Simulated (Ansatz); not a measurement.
**BC2 (doublet): the correlation ladder, cc-pVTZ**

The task here is to estimate one member of a computed series from the others.

Program: Ansatz 0.2.0, Gaussian basis. Level of theory: cc-pVTZ, core rule «outside noble gas», up to 3 orbitals frozen. These are calculated values, not measurements.

The runs, in order: UHF; CCSD(T) on ROHF; CCSD(T) on UHF; BCCD(T) on ROHF; CCSDT(Q) on ROHF; CCSDT(Q) on UHF; CASSCF and NEVPT2, 11 electrons in 12 orbitals.

5 further runs of the same task are left out: 5 set aside as unsound or not needed. Runs told in other sessions of the task aren't counted.

### The system

The geometry is a PBE0/def2-TZVP stationary point (not a proven minimum) of the parent state, kept for this charge and spin.

3 atoms, charge 0, spin multiplicity 2.

Atoms are counted from 1 here; the program's logs count them from 0.

Bond lengths: B1–C2 1.416 Å, C2–C3 1.238 Å. Angles: B1–C2–C3 180.0°.

Set-up of the first run:

Contents of in.yaml:

```yaml
crystal:
  periodic: [false, false, false]
  atoms:
    - {symbol: B, position_ang: [0.000000, 0.000000, -1.356900]}
    - {symbol: C, position_ang: [0.000000, 0.000000, 0.059500]}
    - {symbol: C, position_ang: [0.000000, 0.000000, 1.297400]}
basis:
  gaussian: {orbitals: cc-pVTZ}
magnetization: {spin_polarized: true, initial_magnetization: 1}
hamiltonian: {xc: hf}
output: {orbitals: {seedname: orbitals}}
```

Launch:

```
ansatz run in.yaml --threads 1 --pin off --events-out ev --progress --plain --max-ram 2816MiB --backend cpu
```

Steps of the session up to this table: UHF; CCSD(T) on ROHF; CCSD(T) on UHF; BCCD(T) on ROHF; CCSDT(Q) on ROHF; CCSDT(Q) on UHF; CASSCF and NEVPT2, 11 electrons in 12 orbitals.

One of the session's tables, all rows but one given; the rest of the session is left out.

| method | from RCCSDT(Q) (meV) |
| --- | --- |
| ROHF | +10269.9 |
| UHF | +10056.7 |
| RMP2 | +1143.2 |
| UMP2 | +1524.2 |
| RCCSD | +827.4 |
| UCCSD | +820.5 |
| RCCSD(T) | +91.9 |
| UCCSD(T) | +149.8 |
| BCCD(T) | +89.5 |
| RCCSDT | +63.2 |
| UCCSDT | +60.3 |
| RCCSDT(Q) | 0 |
| UCCSDT(Q) | -29.4 |
| CASSCF valence | +5615.3 |
| NEVPT2 valence | ? |

Q: Estimate the row for NEVPT2 valence from the others.

The run gave: from RCCSDT(Q) (meV): +1081.8. In the column «from RCCSDT(Q) (meV)» it lies between RCCSD (+827.4) and RMP2 (+1143.2).

The program flags UCCSD(T) as in doubt (see the logs), so read those rows with care; the flags are large difference.

Limits of these values: The program flags UCCSD(T) as in doubt, so read those rows with care; the flags are large difference. Restricted and unrestricted rows rest on different reference determinants; a gap between their highest levels can come from leftover correlation error, from unlike frozen cores or from another state.
